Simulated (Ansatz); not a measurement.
The cluster Si2H4: single points at one geometry.

```yaml
crystal:
  periodic: [false, false, false]
  atoms:
    - {symbol: Si, position_ang: [0.027956, -0.289582, -1.047271]}
    - {symbol: Si, position_ang: [-0.028242, 0.289499, 1.047102]}
    - {symbol: H, position_ang: [0.722238, -0.536333, 2.039470]}
    - {symbol: H, position_ang: [-0.721647, 0.537072, -2.039637]}
    - {symbol: H, position_ang: [-1.302864, 0.829217, 1.607532]}
    - {symbol: H, position_ang: [1.302549, -0.829864, -1.607196]}
basis:
  gaussian: {orbitals: STO-3G}
hamiltonian: {xc: hf}
scf: {omitted_lower_state_checks: [starts]}
output: {orbitals: {seedname: orbitals}}
```

The file start.molden holds the orbitals of an earlier run on this structure, at another level or in another basis.

```sh
$ ansatz run in.yaml --threads 4 --pin off --events-out ev --progress --plain --max-ram 3916MiB
```

Output, abridged:

```
Functional definition: HF
240 factors; integrals over basis functions are off by at most 2.4e-5 eV
mean field evaluation 1: about -15602.6568 eV, gradient 7.5e0 eV
mean field evaluation 2: about -15602.6670 eV, gradient 7.5e0 eV
mean field evaluation 4: about -15603.0230 eV, gradient 3.8e-1 eV
mean field evaluation 8: about -15603.0244 eV, gradient 1.5e-5 eV
mean field -15603.02438704 eV, -573.4005701138 hartree, gradient 1.6e-5 eV, S^2 0.000000; 0 other end points of the search recorded, 0 dependent functions left out
reference -15603.02438704 eV, -573.4005701138 hartree; 16, 16 occupied and 6, 6 virtual orbitals, 240 factors
Total energy: -15603.02438704 eV, -573.4005701138 hartree
Checks for a lower state left out: starts
```

First input, but with `gaussian: {orbitals: def2-TZVP, initial_orbitals: start.molden}`, `hamiltonian: {xc: {name: revPBE}, dispersion: d4}` (abridged; 0.45 s):

```
Functional definition: revPBE
mean field -15815.74047383 eV, -581.2177421194 hartree, gradient 5.0e-5 eV, S^2 0.000000
Total energy: -15816.06459456 eV, -581.2296533365 hartree
Checks for a lower state left out: starts
```

First input, but with `gaussian: {orbitals: def2-TZVP, initial_orbitals: start.molden}`, `hamiltonian: {xc: pbe}`, `correlation: {method: rpa}` and without the key `output` (abridged; 0.8 s):

```
Functional definition: PBE
mean field -15810.59205599 eV, -581.0285412535 hartree, gradient 2.2e-6 eV, S^2 0.000000
10 core orbitals not correlated: weight in the atoms' cores, before any rotation towards them, 1.000 or more for the frozen orbitals, at most 0.000 for the correlated occupied ones
Total energy: -15798.20696500 eV, -580.5733975543 hartree
Checks for a lower state left out: starts
```

As the first input, with `gaussian: {orbitals: def2-TZVPP, initial_orbitals: start.molden}`, `correlation: {method: ccsd_t}` and without the key `hamiltonian` (abridged; 2.8 s):

```
Functional definition: HF
mean field -15786.18881870 eV, -580.1317388240 hartree, gradient 2.2e-6 eV, S^2 0.000000; unrestricted orbitals would lower it
10 core orbitals not correlated: weight in the atoms' cores, before any rotation towards them, 1.000 or more for the frozen orbitals, at most 0.000 for the correlated occupied ones
second order -6.72882981 eV of doubles, -0.00000000 eV of singles
cycle   1  -7.49573683 eV  change   -7.7e-1 eV  update   8.5e-2
cycle   2  -7.83507983 eV  change   -3.4e-1 eV  update   3.3e-2
cycle   3  -7.87877414 eV  change   -4.4e-2 eV  update   1.3e-2
cycle   4  -7.87513490 eV  change    3.6e-3 eV  update   5.0e-3
cycle   5  -7.87385565 eV  change    1.3e-3 eV  update   1.4e-3
cycle   6  -7.87381838 eV  change    3.7e-5 eV  update   4.8e-4
cycle   7  -7.87401593 eV  change   -2.0e-4 eV  update   1.9e-4
cycle   8  -7.87405159 eV  change   -3.6e-5 eV  update   7.2e-5
cycle   9  -7.87402088 eV  change    3.1e-5 eV  update   2.4e-5
cycle  10  -7.87401825 eV  change    2.6e-6 eV  update   7.4e-6
perturbative correction -0.36928054 eV, -0.0135708095 hartree
Total energy: -15794.43211749 eV, -580.4346744670 hartree
Checks for a lower state left out: starts
```

First input, but with `gaussian: {orbitals: def2-SVP, initial_orbitals: start.molden}`, `hamiltonian: {xc: pbe, dispersion: d4}` (abridged; 0.3 s):

```
Functional definition: PBE
mean field -15805.05791108 eV, -580.8251651793 hartree, gradient 7.1e-5 eV, S^2 0.000000
Total energy: -15805.17565594 eV, -580.8294922230 hartree
Checks for a lower state left out: starts
```

The first input with `gaussian: {orbitals: 6-31G}` (abridged; 0.1 s):

```
Functional definition: HF
mean field -15782.84856762 eV, -580.0089868611 hartree, gradient 7.9e-5 eV, S^2 0.000000
Total energy: -15782.84856762 eV, -580.0089868611 hartree
Checks for a lower state left out: starts
```

First input, but with `gaussian: {orbitals: def2-TZVPD, initial_orbitals: start.molden}`, `hamiltonian: {xc: pbe0, dispersion: d4}` (abridged; 0.65 s):

```
Functional definition: PBE0
mean field -15812.08720388 eV, -581.0834869251 hartree, gradient 3.3e-5 eV, S^2 0.000000
Total energy: -15812.18622370 eV, -581.0871258363 hartree
Checks for a lower state left out: starts
```

Geometry: PBE-D4/def2-TZVP.

Correlated methods freeze 10 core orbitals. The restricted singlet is unstable towards broken spin symmetry in Hartree–Fock (as tested in another run); at HF/STO-3G, revPBE-D4/def2-TZVP, PBE-D4/def2-SVP, HF/6-31G and others this wasn't settled. At CCSD(T)/def2-TZVPP the restricted singlet (for correlated methods, its reference) is unstable: a solution with broken spin symmetry lies lower. The structure comes from a short search, and lower isomers may exist.
